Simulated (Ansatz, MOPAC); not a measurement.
Gas-phase reaction in SMILES: CN (CH5N) → [CH3] (CH3) + [NH2] (NH2) (the C-N bond breaks)

Wanted: bond dissociation energy (enthalpy at 298 K), in kcal/mol. Set-up: non-relativistic; no dispersion term unless named; six Cartesian d functions in 6-31G* and its kin unless marked 5d; UHF or UKS for open shells; PM7 with its own dispersion and hydrogen-bond terms; no spin-orbit coupling. First-principles rows: single points at B3LYP-D3(BJ) geometries (Ansatz, an electronic-structure program), with unscaled harmonic terms from B3LYP/6-31G* at its own minima. Semi-empirical rows: MOPAC heats of formation at their own minima for 298 K.

```csv
species,coefficient,"E at B3LYP/6-31G* (Ansatz), Eh","E at wB97X-V/def2-TZVPD (Ansatz), Eh","H(298 K) - E, kcal/mol","heat of formation at PM7 (MOPAC), kcal/mol"
CN (CH5N),-1,-95.85304,-95.86394,43.14,-3.44
[CH3] (CH3),+1,-39.83826,-39.83594,21.26,27.97
[NH2] (NH2),+1,-55.87255,-55.88029,14.28,41.72
```

Measured values: Active Thermochemical Tables 1.112 (ions: stationary electron), as tabulated in the package chemicals; G2/97 table in ASE (Curtiss et al.), the entry of H2N doubted and unchecked; they hold spin-orbit and core effects, anharmonicity.  Value to compare with, the measured value: 85.1 kcal/mol. 1 Eh = 627.5095 kcal/mol.

Problem. Work the quantity out at each level, and compare with the measured value.

Solution. 
- B3LYP/6-31G*: the sum of coefficient times E is 0.14223 Eh, or 89.25 kcal/mol; the thermal terms add -7.60. Result: 81.7 kcal/mol. Its error against the measured value is -3.4 kcal/mol.
- wB97X-V/def2-TZVPD: the sum of coefficient times E is 0.14771 Eh, or 92.69 kcal/mol; the thermal terms add -7.60. Result: 85.1 kcal/mol. Its error against the measured value is 0.0 kcal/mol.
- PM7: the sum of coefficient times heat of formation is 73.13 kcal/mol; it needs no thermal term. Its error against the measured value is -12.0 kcal/mol.
